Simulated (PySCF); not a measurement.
## Do core-level shifts follow atomic charges?

Compound: C3H6S.
Structure used (PBE0-D3(BJ)/def2-SVP), in Å, numbered top down from 1:
```
atom  x, y, z in Å
C1     1.0697   -0.5930    0.3495
C2     0.1679    0.4349   -0.2742
C3    -1.2993    0.2409   -0.2929
S4    -0.7520    1.5603    0.8204
H5     0.5875   -1.0522    1.2252
H6     1.3096   -1.3865   -0.3786
H7     2.0160   -0.1408    0.6808
H8     0.5883    0.9458   -1.1494
H9    -1.7008   -0.6531    0.1976
H10   -1.8622    0.5671   -1.1740
```

Binding energies: delta-SCF UKS SCAN, pcX-2 on the ionised atom, pcseg-1 elsewhere, spin-free X2C (PySCF). Charges: PBE0/pcSseg-1 ground-state density, for the ionised atom.

| atom | environment | C 1s (eV) | Mulliken (e) | IAO (e) | Hirshfeld (e) | ESP (e) |
| --- | --- | --- | --- | --- | --- | --- |
| C1 | methyl carbon | 291.02 | -0.192 | -0.413 | -0.115 | -0.362 |
| C3 | sp3 carbon bound to sulfur | 291.49 | -0.217 | -0.320 | -0.076 | -0.292 |
| C2 | sp3 carbon bound to sulfur | 291.64 | -0.364 | -0.150 | -0.022 | +0.076 |

Task: Give the correlation coefficient and slope of binding energy on charge for each scheme.

Result: Hirshfeld: r = 0.93, slope 6.4 eV per e; IAO: r = 0.90, slope 2.2 eV per e; ESP: r = 0.79, slope 1.1 eV per e; Mulliken: r = -0.78, slope -2.7 eV per e. Hirshfeld charges have the highest r, on only 3 points.

Task: The point-charge model writes a binding energy as kq + V + constant, with V the potential of the other atoms' charges at the site. What does it give with the IAO charges?

Result: V = Σ 14.40 eV Å × q/r over all other atoms: +4.89 eV at C1, +3.25 eV at C3, -0.27 eV at C2. Fitting binding energy − V to q gives k = 22.0 eV per e and leaves an rms residual of 0.04 eV, against 0.12 eV for the fit on q alone. The model has no term for differences in relaxation between sites.

Geometry: PBE0-D3(BJ)/def2-SVP; no solvent, vibrations or thermal averaging.
